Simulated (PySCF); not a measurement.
An element was calculated at PBE (PySCF 2.14, spin-free X2C, a triple-zeta basis, no spin-orbit coupling), in the ground configurations that NIST lists.

- electron affinity: 0.606 eV
- first ionisation energy: 8.667 eV
- second ionisation energy: 24.615 eV
- third ionisation energy: 38.292 eV
- polarisability of the atom: 23.5 bohr³

Problem. Which element is it?

Solution. Boron (B, Z = 5), in aug-cc-pCVTZ-DK. NIST lists 8.298, 25.155, 37.931 eV for these ionisation energies.
